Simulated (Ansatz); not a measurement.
# C4H4F2: how energies converge with the basis set

The task here is to estimate one member of a computed series from the others.

Program: Ansatz 0.2.0, Gaussian basis. Level of theory: one geometry, several basis sets. These are calculated values, not measurements.

Levels to be run: PBE0-D4/def2-SVP; ωB97M-V/def2-SVP; PBE0-D4/def2-QZVPP; ωB97M-V/def2-QZVPP; the functionals' def2-TZVPP values are taken from earlier runs.

## The relaxed structure

The geometry comes from an earlier relaxation with PBE0-D4 in a triple-zeta def2 set; it is a stationary point, not always the lowest conformer.

SMILES `C=C(F)C(=C)F`, 10 atoms, charge 0, spin multiplicity 1.

Atoms are counted from 1 here; the program's logs count them from 0.

Bond lengths: C1–C2 1.324 Å, C1–H7 1.081 Å, C1–H8 1.079 Å, C2–F3 1.338 Å, C2–C4 1.457 Å, C4–C5 1.324 Å, C4–F6 1.338 Å, C5–H9 1.081 Å, C5–H10 1.079 Å. Angles: C2–C1–H7 120.6°, C2–C1–H8 119.7°, H7–C1–H8 119.7°, C1–C2–F3 120.8°, C1–C2–C4 126.4°, F3–C2–C4 112.8°, C2–C4–C5 126.4°, C2–C4–F6 112.8°, C5–C4–F6 120.8°, C4–C5–H9 120.6°, C4–C5–H10 119.7°, H9–C5–H10 119.7°.

The first run:

Input file in.yaml:

```yaml
crystal:
  periodic: [false, false, false]
  atoms:
    - {symbol: C, position_ang: [-0.063420, -1.782438, 0.512548]}
    - {symbol: C, position_ang: [0.396120, -0.569392, 0.248623]}
    - {symbol: F, position_ang: [1.688201, -0.270776, 0.429139]}
    - {symbol: C, position_ang: [-0.379617, 0.559261, -0.247599]}
    - {symbol: C, position_ang: [0.080033, 1.772186, -0.511886]}
    - {symbol: F, position_ang: [-1.671796, 0.260790, -0.427625]}
    - {symbol: H, position_ang: [0.599016, -2.554260, 0.879052]}
    - {symbol: H, position_ang: [-1.109016, -2.003243, 0.359943]}
    - {symbol: H, position_ang: [-0.582244, 2.543910, -0.878880]}
    - {symbol: H, position_ang: [1.125822, 1.992661, -0.360117]}
basis:
  gaussian: {orbitals: def2-SVP}
hamiltonian: {xc: pbe0, dispersion: d4}
output: {orbitals: {seedname: orbitals}}
```

Steps of the session up to this table: PBE0-D4 in def2-SVP; ωB97M-V in def2-SVP; PBE0-D4 in def2-QZVPP; ωB97M-V in def2-QZVPP.

One table of the session follows, with a row left open; its other results are not shown here.

| functional | basis | HOMO (eV) |
| --- | --- | --- |
| PBE0-D4 | def2-SVP | -7.19 |
| PBE0-D4 | def2-TZVPP | -7.26 |
| PBE0-D4 | def2-QZVPP | -7.29 |
| ωB97M-V | def2-SVP | -9.30 |
| ωB97M-V | def2-TZVPP | -9.39 |
| ωB97M-V | def2-QZVPP | ? |

Estimate the missing values for ωB97M-V, def2-QZVPP.

As computed: HOMO (eV): -9.41. In the column «HOMO (eV)» it is the lowest.
